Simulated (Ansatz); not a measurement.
Cost and result for the atomization energy of `CCC(CC)CC` (23 atoms, 22 bonds).

Cartesian coordinates in Å:
```
C -0.611 -0.635 2.143
C -1.210 -0.655 0.745
C -0.268 -0.212 -0.379
C 0.246 1.216 -0.197
C -0.844 2.266 -0.066
C 0.879 -1.205 -0.566
C 1.668 -1.021 -1.853
H 0.268 -1.279 2.218
H -0.309 0.372 2.440
H -1.337 -0.987 2.879
H -2.107 -0.029 0.731
H -1.555 -1.670 0.517
H -0.862 -0.226 -1.305
H 0.903 1.254 0.680
H 0.878 1.472 -1.052
H -0.419 3.272 -0.040
H -1.431 2.137 0.847
H -1.537 2.222 -0.911
H 0.464 -2.219 -0.547
H 1.561 -1.141 0.289
H 2.418 -1.807 -1.968
H 1.009 -1.062 -2.725
H 2.194 -0.065 -1.880
```

Charge 0, multiplicity 1. Geometry: relaxed with PBE0-D4/def2-TZVP. It is one conformer, not always the lowest. Program: Ansatz. All runs use 3 threads of an AMD EPYC 7R13 on a shared host and a share of an NVIDIA H100 80 GB. Times are those of one run each, without the atoms' runs, and a repeat can differ threefold. Electronic energies, without spin–orbit coupling; frozen cores. CCSD(T)/CBS adds CCSD(T) − MP2 in def2-TZVPP to the MP2 limit, and its time is that of the two runs behind it. T1 = 0.009. B3LYP takes the VWN-RPA correlation (the form of Gaussian; ORCA's B3LYP/G).

CCSD(T)/CBS is a level of theory with its own doubt, some kJ/mol a heavy atom from the limit and from the frozen cores, so smaller differences don't rank the functionals.

```tsv
level	functions	wall time
PBE0-D4/def2-TZVPP	441	3.7 s
PBE-D4/def2-TZVPP (with forces)	441	3.8 s
ωB97X-V/def2-TZVPP	441	3.9 s
B3LYP-D4/def2-TZVPP (with forces)	441	4 s
B2PLYP/def2-TZVPP	441	4.3 s
r2SCAN-D4/def2-TZVPP (with forces)	441	5 s
ωB97M-V/def2-TZVPP (with forces)	441	5.5 s
MP2/def2-QZVPP	879	12 s
CCSD(T)/def2-TZVPP	441	22 s
CCSD(T)/CBS(def2)	–	34 s
```

**Question.** What atomization energy does each give, and how far from CCSD(T)/CBS? (Best estimate.)

**Answer.** Ansatz gave: 
```tsv
level	atomization (kcal/mol)	difference from CCSD(T)/CBS	per bond
PBE0-D4/def2-TZVPP	2198.5	14.7	0.7
PBE-D4/def2-TZVPP (with forces)	2217.8	34.0	1.5
ωB97X-V/def2-TZVPP	2186.2	2.4	0.1
B3LYP-D4/def2-TZVPP (with forces)	2185.5	1.7	0.1
B2PLYP/def2-TZVPP	2162.7	-21.1	-1.0
r2SCAN-D4/def2-TZVPP (with forces)	2187.2	3.4	0.2
ωB97M-V/def2-TZVPP (with forces)	2189.1	5.3	0.2
MP2/def2-QZVPP	2181.6	-2.2	-0.1
CCSD(T)/def2-TZVPP	2141.0	-42.8	-1.9
CCSD(T)/CBS(def2)	2183.8	0.0	0.0
```

In def2-TZVPP, CCSD(T) changes the Hartree–Fock value by +476.2 kcal/mol (the triples alone add +23.7 kcal/mol) and MP2 by +491.8 kcal/mol; breaking electron pairs costs correlation energy, which Hartree–Fock lacks. From PBE to PBE0 (25 % exact exchange), in def2-TZVPP and without D4, the atomization energy moves by −17.5 kcal/mol: exact exchange takes away binding that semilocal exchange gives to molecules. The D4 term adds +18.4 kcal/mol with B3LYP and +10.0 kcal/mol with PBE0; it sums over pairs of atoms, weighted by their polarisabilities, and B3LYP, whose exchange is more repulsive, gets the larger term.
